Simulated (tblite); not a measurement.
Compound: C₆H₁₁ (doublet state).
Atom-mapped SMILES: `[CH2:1][C@@H:2]([CH3:3])[C:4](=[CH2:5])[CH3:6]` (hydrogens: H7, H8 on C1; H9 on C2; H10, H11, H12 on C3; H13, H14 on C5; H15, H16, H17 on C6)
Bond orders are those of one Lewis drawing.

Computed with GFN2-xTB (tblite), gas phase: L-BFGS steps from a force-field or distance-geometry start until the largest atomic force falls under 0.01 eV/Å.

Step 0: E = -498.6440 eV
```
atom  x, y, z in Å  |  force x, y, z in eV/Å
C1      1.0082    0.0576    1.6266   -2.080   0.250   0.097
C2      0.6903    0.4949    0.2091    1.378   0.653   1.405
C3      1.7302   -0.1550   -0.6751    0.299   0.435  -1.084
C4     -0.7103    0.2374   -0.1904   -0.380  -0.188  -0.091
C5     -1.5226    1.2359   -0.4820   -0.786  -0.056  -0.259
C6     -1.2498   -1.1565   -0.2528   -0.970  -0.129   0.792
H7      0.8287   -1.0108    1.8120    0.474   0.590   0.081
H8      0.5818    0.7303    2.4065    0.703  -0.660  -0.524
H9      0.8515    1.5860    0.1723   -0.136  -0.145  -0.048
H10     2.6730    0.4147   -0.4921   -0.496  -0.952  -0.295
H11     1.7981   -1.2165   -0.4208    0.321   0.312  -0.303
H12     1.4335   -0.0201   -1.7454    0.418  -0.279   0.749
H13    -2.5493    0.9761   -0.7663    0.435   0.484   0.075
H14    -1.2348    2.2710   -0.4759   -0.058  -0.006   0.007
H15    -0.6142   -1.8846    0.2735   -0.301   0.255  -0.515
H16    -1.4796   -1.4456   -1.2845    0.374  -0.121   0.290
H17    -2.2417   -1.1026    0.2753    0.805  -0.443  -0.378
```

Step 1: E = -498.8297 eV
```
atom  x, y, z in Å  |  force x, y, z in eV/Å
C1      0.9785    0.0612    1.6280   -1.337  -0.040  -0.080
C2      0.7100    0.5042    0.2292    0.366   0.103   0.375
C3      1.7344   -0.1488   -0.6906    0.036   0.045  -0.018
C4     -0.7158    0.2347   -0.1917   -0.066   0.190   0.068
C5     -1.5339    1.2351   -0.4857    0.101  -0.054  -0.001
C6     -1.2637   -1.1584   -0.2415   -0.213  -0.030   0.162
H7      0.8355   -1.0024    1.8132    0.367   0.334   0.096
H8      0.5918    0.7209    2.3990    0.353  -0.202  -0.005
H9      0.8496    1.5839    0.1716   -0.029   0.198   0.024
H10     2.6660    0.4011   -0.4963   -0.059  -0.660  -0.298
H11     1.8027   -1.2121   -0.4251    0.280   0.383  -0.344
H12     1.4395   -0.0241   -1.7347    0.181  -0.128   0.125
H13    -2.5431    0.9830   -0.7652   -0.104   0.337  -0.076
H14    -1.2356    2.2709   -0.4758   -0.104  -0.097  -0.013
H15    -0.6185   -1.8810    0.2662   -0.204   0.116  -0.343
H16    -1.4743   -1.4474   -1.2803    0.310  -0.102   0.336
H17    -2.2302   -1.1089    0.2699    0.122  -0.392  -0.008
```

Q: Estimate the geometry and energy of step 2. (The exact step hangs on the optimiser's Hessian estimate; all steps are aligned on step 1, rigid shifts and turns removed.)

A: E = -498.9081 eV, largest force 0.701 eV/Å
```
atom  x, y, z in Å  |  force x, y, z in eV/Å
C1      0.9412    0.0611    1.6265   -0.673  -0.124  -0.152
C2      0.7229    0.5087    0.2423   -0.236   0.047  -0.302
C3      1.7362   -0.1464   -0.6945   -0.180  -0.034   0.303
C4     -0.7185    0.2384   -0.1905    0.228  -0.107   0.163
C5     -1.5341    1.2337   -0.4866    0.003   0.167  -0.030
C6     -1.2717   -1.1595   -0.2352    0.246   0.213  -0.110
H7      0.8454   -0.9928    1.8156    0.251  -0.060   0.128
H8      0.6021    0.7141    2.3972    0.075   0.183   0.414
H9      0.8485    1.5880    0.1720    0.035   0.221   0.081
H10     2.6630    0.3829   -0.5041    0.321  -0.355  -0.223
H11     1.8101   -1.2023   -0.4340    0.227   0.113  -0.251
H12     1.4450   -0.0280   -1.7294    0.028  -0.032  -0.158
H13    -2.5440    0.9923   -0.7667   -0.151   0.269  -0.081
H14    -1.2382    2.2687   -0.4761   -0.067  -0.031  -0.017
H15    -0.6241   -1.8775    0.2567   -0.028  -0.049  -0.142
H16    -1.4660   -1.4501   -1.2717    0.215  -0.097   0.173
H17    -2.2248   -1.1193    0.2685   -0.293  -0.324   0.205
```

The energy changes by -0.0785 eV. The first-order estimate −F·Δx gives -0.1217 eV and the mean of the old and new forces, exact on a quadratic surface, -0.0789 eV. The step makes an angle of 9° with the force vector and moves no atom by more than 0.037 Å.

The cost below is that of the whole relaxation. On an Arm Neoverse V1 with one thread (shared host), this took 0.5 s.
